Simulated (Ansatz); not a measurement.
For hcp Ti, r²SCAN-D4 in Ansatz (PAW) gives:

| Property | Value |
|---|---|
| equilibrium lattice constant a | 2.931 Å |
| c axis length | 4.631 Å |

Question: What does HSE06-D3(BJ) (Ansatz, a first-principles code, plane waves, PAW) give for the same quantities?

Answer: 
- lattice constant a: 2.862 Å (shrinks by 2.4 %)
- lattice parameter c: 4.541 Å (decreases by 1.9 %)

For comparison: lattice constant a 2.950 Å (measured, 293 K, not corrected to a static lattice; as tabulated in Wikipedia's data pages); lattice parameter c 4.683 Å (measured, 293 K, not corrected to a static lattice; as tabulated in Wikipedia's data pages).

Changes are worked out from the printed values.

Unless a cell is named, each level is at its own relaxed cell (r²SCAN-D4 17.22, HSE06-D3(BJ) 16.11 Å³/atom).

The crystal itself was run without spin with r²SCAN-D4, HSE06-D3(BJ); a magnetic state was not tried in these runs.

Ansatz's density-functional and Hartree–Fock values are scalar-relativistic unless marked +SOC, with PAW data made under PBE.
